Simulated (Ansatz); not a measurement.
# [NH₂···H···H], doublet: transfer scan

Starting geometry:

```xyz
5

N    -0.1364   -0.0316   -0.0492
H    -0.4337    0.9362   -0.0492
H    -0.4337   -0.4339    0.8311
H     0.8761   -0.0316   -0.0492
H     1.8866   -0.0316   -0.0492
```

From there H4 is moved from one fragment to the other while all else, the fragments' distance too, stays fixed; atoms are numbered as listed. Energies are in kJ/mol, counted from the starting geometry at the same level.

Basis 6-31G; Ansatz 0.2.0. Only valence electrons are correlated (noble-gas cores frozen). Prefix R: restricted or restricted open-shell reference; prefix U: unrestricted. Active spaces: valence = (9e, 8o) chosen from the atoms' valence shells.

For open shells CISD and CISDTQ are restricted-active-space CI with the open shells as a complete middle space. Runs in a small pair space aren't shown, since their orbitals change along the scan.

Full CI is exact within this basis and frozen core; it isn't the basis-set limit. The frozen core follows each run's orbitals, which can shift R against U totals by a few meV.

```csv
distance N1-H4 (Å),full CI,unpaired electrons (full CI),error UHF,error CISD,error UCCSD,error CISDTQ,error UCCSDTQ,error MRCISD+Q (valence space)
0.942,14.3,1.02,-8.6,-2.0,-0.5,-0.1,0.0,0.0
1.012,0.0,1.02,0.0,0.0,0.0,0.0,0.0,0.0
1.050,-0.1,1.02,4.1,1.2,0.3,0.0,0.0,0.0
1.088,2.8,1.02,7.5,2.3,0.5,0.1,0.0,0.0
1.126,7.1,1.02,9.6,3.1,0.6,0.1,0.0,-0.1
1.164,11.9,1.02,9.9,3.4,0.7,0.1,0.0,0.0
1.202,16.6,1.02,8.4,3.8,0.6,0.1,0.0,0.0
1.240,21.2,1.02,5.1,3.8,0.4,0.1,0.0,0.1
1.278,26.4,1.02,0.6,2.8,0.1,0.1,0.0,0.2
```

Unpaired electrons are Σ n²(2−n)² over natural occupations. Errors are those of relative energies. In total energy the starting point itself misses full CI by: UHF 354.1, CISD 21.5, UCCSD 5.6, CISDTQ 0.6, UCCSDTQ 0.0, MRCISD+Q (valence space) 0.6 kJ/mol.

Spread of the error over the points with a reference, to 1.278 Å (largest less smallest): UCCSDTQ 0.0, CISDTQ 0.2, MRCISD+Q (valence space) 0.3, UCCSD 1.2, CISD 5.8, UHF 18.5 kJ/mol.
